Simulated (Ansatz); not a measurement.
System: C2H5S (charge 0, doublet). It need not be the lowest isomer of its formula. 
Geometry from a B3LYP-D3(BJ)/def2-TZVP (Ansatz, an electronic-structure program) optimisation:
SMILES: C[CH]S
```xyz
8

C      1.5338     0.7218    -0.0560
C      0.0541     0.7144    -0.2059
S     -0.8025    -0.7472     0.1583
H     -2.0411    -0.3097    -0.1192
H     -0.4490     1.4656    -0.7967
H      1.9039     1.7455     0.0258
H      1.8495     0.1784     0.8388
H      2.0484     0.2585    -0.9100
```
Charge 0, spin multiplicity 2.

Dipole moments at this geometry, in debye (magnitudes).

| level | program | dipole (D) |
|---|---|---|
| SVWN5/def2-TZVPD | Ansatz | [?] |
| PBE/def2-TZVPD | Ansatz | 0.92 |
| BLYP/def2-TZVPD | Ansatz | 0.87 |
| revPBE/def2-TZVPD | Ansatz | 0.93 |
| B97M-V/def2-TZVPD | Ansatz | 1.00 |
| BHLYP/def2-TZVPD | Ansatz | 1.06 |
| r2SCANh/def2-TZVPD | Ansatz | 1.06 |
| r2SCAN0/def2-TZVPD | Ansatz | 1.09 |
| HSE06/def2-TZVPD | Ansatz | 1.01 |
| CAM-B3LYP/def2-TZVPD | Ansatz | 1.00 |
| LC-wPBE/def2-TZVPD | Ansatz | 1.08 |
| wB97M-V/def2-TZVPD | Ansatz | 0.95 |
| wB97X-V/def2-TZVPD | Ansatz | 1.02 |
| CCSD(T)/aug-cc-pV(D+d)Z | Ansatz | [?] |

Question: Complete the blanks.

Answer: 
- SVWN5/def2-TZVPD, dipole (D): 0.89
- CCSD(T)/aug-cc-pV(D+d)Z, dipole (D): 0.96
